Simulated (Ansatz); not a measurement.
CdBr₂ (R-3m, No. 166) was calculated with r²SCAN (Ansatz, a first-principles code, PAW).

Run with plane-wave cutoff 500 eV, 12×12×12 k mesh, Fermi–Dirac smearing 0.05 eV, scalar-relativistic PAW data made under PBE.

Computed at the level's own relaxed cell.

What does this level give for the volume per atom, lattice constant a, lattice parameter c and band gap?


- volume per atom = 30.54 Å³/atom
- lattice constant a = 4.015 Å
- lattice parameter c = 19.685 Å
- band gap = 3.52 eV (on the SCF k mesh)

Note: the cell comes from a level without a dispersion term, which matters for the spacing of layers, chains or molecules; the volume lies 9 % above that of the published cell; the cell has widely spaced layers and the level no dispersion term, so their spacing and the moduli can rest on weak binding.

Spin–orbit coupling is not included.

Computed values are for the static lattice.
